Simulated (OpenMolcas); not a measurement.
**Converging the basis set for SiH3 (silyl radical)**

SiH3 has 4 atoms, charge 0, and is taken as a doublet. SMILES: `[SiH3]`. The shape is that of a PBE0-D4/def2-TZVP optimisation.

```tsv
atom	x (Å)	y (Å)	z (Å)
Si	0.2938	-0.0269	-0.1640
H	0.5592	0.6653	1.1239
H	-0.2240	-1.4017	0.0601
H	-0.6289	0.7632	-1.0200
```

Program: OpenMolcas 26.06. Method: CASSCF(9,8) (DKH2, RICD fitting). Swept: basis set. Watched: the total energy. Each run: energy. Hardware: 1 thread of Intel Xeon Platinum 8259CL at 2.50GHz (Skylake/Cascade Lake), shared host.

The last row is the best point of the sweep, not the limit.

| basis set | basis functions | energy (Eh) | from the best (mEh) | wall time |
| --- | --- | --- | --- | --- |
| ANO-RCC-VDZ | 19 | -291.248159 | +40.792 | 6.6 s |
| ANO-RCC-VDZP | 33 | -291.283016 | +5.935 | 6.9 s |
| ANO-RCC-VTZP | 76 | -291.287486 | +1.465 | 10 s |
| ANO-RCC-VQZP | 149 | -291.288951 | 0.000 | 35 s |

**Question.** Which is the coarsest setting good to 10 mEh?

**Answer.** ANO-RCC-VDZP: it is 5.935 mEh off and takes 6.9 s, against 35 s for ANO-RCC-VQZP.

**Question.** For a target of 5 mEh, where can one stop?

**Answer.** ANO-RCC-VTZP: it is 1.465 mEh off and takes 10 s, against 35 s for ANO-RCC-VQZP.
